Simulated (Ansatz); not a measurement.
Ansatz (a first-principles code) input (B3LYP/6-31G*):

Ansatz 0.2 input:
```yaml
crystal:
  periodic: [false, false, false]
  atoms:
    - {symbol: O, position_ang: [0.09957272, -0.64477298, -0.34185466]}
    - {symbol: C, position_ang: [0.07657022, 0.83101915, 0.00111172]}
    - {symbol: C, position_ang: [1.25390431, -1.22711152, 0.14313089]}
    - {symbol: C, position_ang: [-1.40608159, 1.12568696, 0.19785596]}
    - {symbol: H, position_ang: [0.33795153, 1.31352841, -0.97915870]}
    - {symbol: H, position_ang: [1.17431578, -2.33078198, 0.04385548]}
    - {symbol: H, position_ang: [2.17745925, -0.92584736, -0.40722735]}
    - {symbol: H, position_ang: [1.44444277, -0.96731929, 1.20335378]}
    - {symbol: H, position_ang: [-2.12826808, 0.77065025, -0.59104290]}
    - {symbol: H, position_ang: [-1.79726277, 0.70102622, 1.14334293]}
    - {symbol: H, position_ang: [-1.55157792, 2.21936004, 0.26912264]}
basis:
  gaussian:
    orbitals: 6-31G*
hamiltonian:
  xc: {name: B3LYP}
total_charge: -1
phonons: {temperatures: {t_min: 298.15, t_max: 298.15, t_step: 100}}
```

Problem. Which harmonic wavenumbers does it give?

Solution. 53, 183, 264, 341, 442, 710, 895, 960, 1058, 1130, 1186, 1198, 1212, 1338, 1402, 1456, 1481, 1506, 1542, 1545, 2678, 2731, 2830, 2891, 2921, 2935, 2982 cm⁻¹ (unscaled; negative means imaginary).
